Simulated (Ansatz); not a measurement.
# C₂H₆Si, SMILES C=C[SiH3]: a short molecular-dynamics run

Run with Ansatz 0.2.0 through its Python package.

The script, `c2h6si_md.py`:
```python
"""A short Born-Oppenheimer trajectory of C2H6Si."""

import ansatz
import numpy as np

SETTINGS = {
    "basis_set": "def2-SVP",
    "xc": "blyp",
    "vdw": "d3bj",
    "n_steps": 40,
    "temperature_k": 500,
}

mol = (
    ansatz.Crystal.molecule()
    .atom("C", [-0.7026, 0.8364, -1.0511])
    .atom("C", [-0.0918, 0.6664, 0.0808])
    .atom("Si", [0.5143, -0.936, 0.6805])
    .atom("H", [-0.9072, 0.0918, -1.7653])
    .atom("H", [-1.0825, 1.873, -1.3486])
    .atom("H", [0.1168, 1.5182, 0.7442])
    .atom("H", [2.0453, -0.8573, 0.8708])
    .atom("H", [0.2645, -2.0039, -0.2758])
    .atom("H", [-0.0683, -1.235, 2.0474])
)

setup = mol.calculation()
setup = setup.basis(gaussian=SETTINGS["basis_set"])
setup = setup.functional(SETTINGS["xc"], dispersion=SETTINGS["vdw"]).md("nve", timestep=0.5, steps=SETTINGS["n_steps"], temperature=SETTINGS["temperature_k"], initial_velocities="maxwell_boltzmann", seed=14)
frames = []
setup.session().plan().execute(on_event=lambda e: frames.append(e["data"]) if e["event"] == "md_step" else None)
print("t (fs)   E_pot (eV)      E_kin (eV)   T (K)   d(0-1) (A)")
for f in frames[::3]:
    xyz = np.array(f["positions_ang"])
    print(f"{f['time_fs']:6.2f} {f['lagrangian_ev']:14.5f} {f['e_kin_ev']:10.5f} {f['temperature_k']:8.1f} {np.linalg.norm(xyz[0] - xyz[1]):9.4f}")
kept = np.array([f["conserved_ev"] for f in frames])
print(f"conserved energy moves by at most {1000 * np.ptp(kept):.3f} meV")
```

```console
$ python c2h6si_md.py
t (fs)   E_pot (eV)      E_kin (eV)   T (K)   d(0-1) (A)
  0.00   -10043.01857    0.45241    500.0    1.2974
  1.50   -10043.01085    0.44426    491.0    1.2895
  3.00   -10042.89932    0.33396    369.1    1.2941
  4.50   -10042.81970    0.25466    281.4    1.3101
  6.00   -10042.82649    0.26121    288.7    1.3334
  7.50   -10042.87418    0.30773    340.1    1.3580
  9.00   -10042.85461    0.28943    319.9    1.3782
 10.50   -10042.89658    0.33111    365.9    1.3897
 12.00   -10042.97506    0.40870    451.7    1.3914
 13.50   -10042.98789    0.42281    467.3    1.3848
 15.00   -10043.04883    0.48336    534.2    1.3726
 16.50   -10043.11980    0.55348    611.7    1.3579
 18.00   -10043.08736    0.52062    575.4    1.3439
 19.50   -10042.92188    0.35669    394.2    1.3332
conserved energy moves by at most 2.503 meV
```

Total energies depend on the basis set; only differences at equal settings carry meaning. The trajectory is only some femtoseconds long, so its temperature is not equilibrated; where the script doesn't relax first, it starts from a rough generated geometry. The temperature counts the internal degrees of freedom alone. Wall time of the script: 42 s on 1 thread of Intel(R) Xeon(R) 6975P-C (Granite Rapids), with other jobs on the host, peak memory 0.21 GiB.

(Lines on the test bed's own set-up are left out of the output.)
